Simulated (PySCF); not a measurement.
**PN: frontier orbitals**

r²SCAN at R = 1.493 Å; P 6-31G(d,p), N 6-31G(d,p); no relativity (PySCF 2.14). State: ¹Σ⁺ (singlet), closed shell. Only the outer orbitals are listed, counted within each symmetry.

| orbital | occ. | ε (eV) | on P (%) | main shells (%) |
| --- | --- | --- | --- | --- |
| 5σ | 2 | -22.32 | 33 | 60 N s, 23 P s, 8 P p |
| 6σ | 2 | -12.63 | 74 | 62 P s, 20 N s, 12 P p |
| 2π | 2 | -8.52 | 46 | 53 N p, 45 P p |
| 2π | 2 | -8.52 | 46 | 53 N p, 45 P p |
| 7σ | 2 | -7.94 | 34 | 54 N p, 26 P p, 12 N s |
| 3π | 0 | -2.96 | 59 | 56 P p, 41 N p |
| 3π | 0 | -2.96 | 59 | 56 P p, 41 N p |

Which are the highest filled and the lowest empty level, where do they sit, and how wide is the gap?

Highest filled 7σ at -7.94 eV (in %: 54 N p, 26 P p, 12 N s); lowest empty 3π at -2.96 eV (in %: 56 P p, 41 N p); the gap at r²SCAN is 4.98 eV.

- bond order (Mayer): 2.89
- ⟨S²⟩: 0.000
- charge on P (Mulliken, basis-dependent): 0.33
- charge on P (Löwdin, basis-dependent): 0.34
- dipole moment (positive dipole means P(−)N(+)): -2.41 D
